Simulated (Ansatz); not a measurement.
Two isomers of C4H8O2: A = `CCCC(=O)O`, B = `C1COCOC1`.

Program: Ansatz. Geometries: PBE0-D4/def2-TZVP. ΔE: electronic, gas phase. CCSD(T)/CBS adds triple-zeta CCSD(T) − MP2 to the extrapolated MP2 energy (def2 sets, frozen cores). Functionals use def2-TZVPP. B3LYP here is the variant with VWN-RPA as its local correlation; programs differ in this. Each species was taken in one conformer, which may not be the lowest.

A:

```xyz
14

C     0.667    1.513    0.105
C     0.842    0.199   -0.636
C    -0.463   -0.579   -0.783
C    -1.084   -0.953    0.532
O    -2.196   -0.675    0.890
O    -0.239   -1.665    1.304
H     0.306    1.353    1.124
H    -0.054    2.160   -0.402
H     1.613    2.055    0.172
H     1.239    0.387   -1.638
H     1.576   -0.427   -0.121
H    -0.281   -1.506   -1.336
H    -1.207    0.001   -1.331
H    -0.718   -1.863    2.121
```

B:

Z-matrix (Å, degrees):
```
C
C 1 1.518
C 1 1.518 2 108.6
H 1 1.093 2 109.4 3 -119.4
H 1 1.094 2 110.5 3 121.4
O 2 1.414 1 110.4 3 52.6
H 2 1.091 1 112.1 3 171.4
H 2 1.102 1 110.0 3 -68.3
O 3 1.414 1 110.4 2 -52.6
H 3 1.102 1 110.0 2 68.3
H 3 1.091 1 112.1 2 -171.4
C 6 1.394 2 110.8 1 -56.7
H 12 1.107 6 109.4 2 -60.7
H 12 1.089 6 107.3 2 179.5
```

Q: Which isomer does CCSD(T)/CBS put lower? Give the gap. (Estimate.)

A: Ansatz gave: A, by 30.0 kcal/mol.

Q: Give E(B) − E(A) in kcal/mol with B3LYP, r2SCAN-D4, CCSD(T)/def2-TZVPP, PBE0-D4, B3LYP-D4, MP2/def2-TZVPP, CCSD/def2-TZVPP. (An estimate is asked.)

A: Ansatz gave: B3LYP 32.6, r2SCAN-D4 31.6, CCSD(T)/def2-TZVPP 29.9, PBE0-D4 29.3, B3LYP-D4 31.7, MP2/def2-TZVPP 31.6, CCSD/def2-TZVPP 29.5. None reverses the order clearly.

Largest T1 diagnostic: 0.013.

From PBE to PBE0 (25 % exact exchange), in def2-TZVPP and without D4, E(B) − E(A) moves by −2.3 kcal/mol. The D4 term adds −0.9 kcal/mol with B3LYP and −0.4 kcal/mol with PBE0; it sums over pairs of atoms, weighted by their polarisabilities, and B3LYP, whose exchange is more repulsive, gets the larger term.
